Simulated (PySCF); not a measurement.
# Static response to an electric field

Species: 1,2-dichloroethane, C2H4Cl2.
Atom-mapped SMILES: `[Cl:1][CH2:2][CH2:3][Cl:4]` (hydrogens: H5, H6 on C2; H7, H8 on C3)

Structure used (PBE0-D3(BJ)/def2-TZVP), in Å, numbered top down from 1:
```xyz
8
C2H4Cl2 angstrom
Cl    -1.5102    1.2128    0.9244
C     -0.6922   -0.1975    0.2065
C      0.6993    0.1970   -0.2153
Cl     1.5175   -1.2129   -0.9324
H     -1.2860   -0.5255   -0.6447
H     -0.6702   -0.9844    0.9580
H      0.6767    0.9839   -0.9669
H      1.2924    0.5264    0.6359
```

Level: CAM-B3LYP/aug-cc-pVTZ (PySCF), static field, nuclei fixed, core orbitals frozen in the response. The polarisability tensor in these axes (au):

```
x    58.38 -10.33  -8.03
y   -10.33  58.10   7.67
z    -8.03   7.67  50.44
```

**Question.** What are the eigenvalues, a third of the trace, and Δα (Δα² = ½Σ(αi − αj)² over the three pairs)?

**Answer.** Principal values 45.16, 47.92 and 73.84 au; mean 55.64 au = 8.24 Å³ = 9.17 × 10⁻⁴⁰ C²·m²/J; Δα = 27.41 au (49 % of the mean).

**Question.** What is the dipole moment?

**Answer.** 0.00 D; point group C2h allows none.

**Question.** Along which axes do the principal values lie, and how far do the nuclei extend along each?

**Answer.** Largest value along (0.65, -0.63, -0.43), where the nuclei span 4.28 Å; middle along (0.68, 0.73, -0.05), 2.46 Å; least along (0.35, -0.26, 0.90), 1.78 Å. The response follows the extents in order.

**Question.** Molar refractivity from α?

**Answer.** Lorentz–Lorenz: R = (4π/3)N_A α = 2.5225 cm³/(mol·Å³) × 8.24 Å³ = 20.8 cm³/mol, in the limit of long wavelengths.

**Question.** What depolarisation ratio follows for Rayleigh scattering of linearly polarised light, taking the static tensor?

**Answer.** ρ = 3Δα²/(45ᾱ² + 4Δα²) = 2253.2/(139310 + 3004.3) = 0.0158.

**Question.** What are the principal values of the traceless quadrupole moment, Θ = ½Σq(3rr − r²1), about the centre of nuclear charge?

**Answer.** -8.27, 3.60, 4.67 D·Å. With no charge and no dipole, the values don't depend on the origin. The electronic extent ⟨r²⟩ about the same centre is 709 bohr², a root-mean-square distance of 1.99 Å for the 50 electrons.

Geometry: PBE0-D3(BJ)/def2-TZVP, one conformer, isolated molecule.
